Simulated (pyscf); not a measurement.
# Four-centre exchange: HS–Zn–SH + H₂ -> H₂S + HS–ZnH

Gas phase, singlet surface, charge 0. Bonds broken: S1–Zn2, H6–H7. Bonds formed: S1–H6, Zn2–H7. Single points on ωB97X-D3(BJ)/def2-SVP structures (PySCF, gas phase).

Transition state (Å):

```xyz
7

S     -1.6617    -0.0720     1.2704
Zn     0.0005    -0.6222    -0.4230
S      1.9013     0.1597    -1.1219
H     -2.3092     0.7573     0.4252
H      1.9403     1.1193    -0.1748
H     -1.6221    -1.2779     0.1419
H     -1.1845    -1.8472    -0.7103
```

One imaginary mode, 1284i cm⁻¹; descent along it reached the two sides named, in the forms told below.

| bond | change | reactant side (Å) | saddle | product side |
|---|---|---|---|---|
| S1–Zn2 | breaks | 2.174 | 2.436 | 2.7 |
| H6–H7 | breaks | 0.762 | 1.114 | 3.4 |
| S1–H6 | forms | 3.2 | 1.652 | 1.347 |
| Zn2–H7 | forms | 2.8 | 1.728 | 1.549 |

Electronic energies relative to the separated reactants (kcal/mol):

```csv
level,barrier,reaction energy,reverse barrier
ωB97X-D3(BJ)/def2-TZVP,34.4,+19.8,14.6
PBE/def2-TZVP,28.6,+17.5,11.1
r²SCAN/def2-TZVP,29.4,+18.7,10.7
B3LYP-D3(BJ)/def2-TZVP,33.1,+17.7,15.3
PBE0-D3(BJ)/def2-TZVP,29.9,+18.2,11.7
M06-2X/def2-TZVP,34.2,+21.1,13.1
ωB97M-D3(BJ)/def2-TZVP,34.2,+16.4,17.7
HF/def2-TZVP,45.5,+15.5,30.0
```

With ωB97M-D3(BJ)/def2-TZVP energies and thermal terms (ideal gas, 1 atm, RRHO with modes under 100 cm⁻¹ raised to 100, one conformer, R ln 2 for chiral ones without a mode under 150 cm⁻¹), in kcal/mol:

```json
[
 {"T (K)": "298", "ΔH‡": "33.9", "ΔG‡": "42.0", "ΔH": "+16.9", "ΔG": "+15.0"},
 {"T (K)": "600", "ΔH‡": "33.0", "ΔG‡": "50.7", "ΔH": "+15.7", "ΔG": "+13.6"},
 {"T (K)": "900", "ΔH‡": "33.0", "ΔG‡": "59.6", "ΔH": "+15.0", "ΔG": "+12.7"},
 {"T (K)": "1200", "ΔH‡": "33.3", "ΔG‡": "68.5", "ΔH": "+14.5", "ΔG": "+12.0"}
]
```

On the product side the descent ends in a complex, 8.0 kcal/mol under the separated species and 22.6 kcal/mol under the saddle at ωB97X-D3(BJ)/def2-TZVP. One saddle was located; it need not be the lowest between these sides. Elements up to Kr have no core potential and no relativistic terms here.
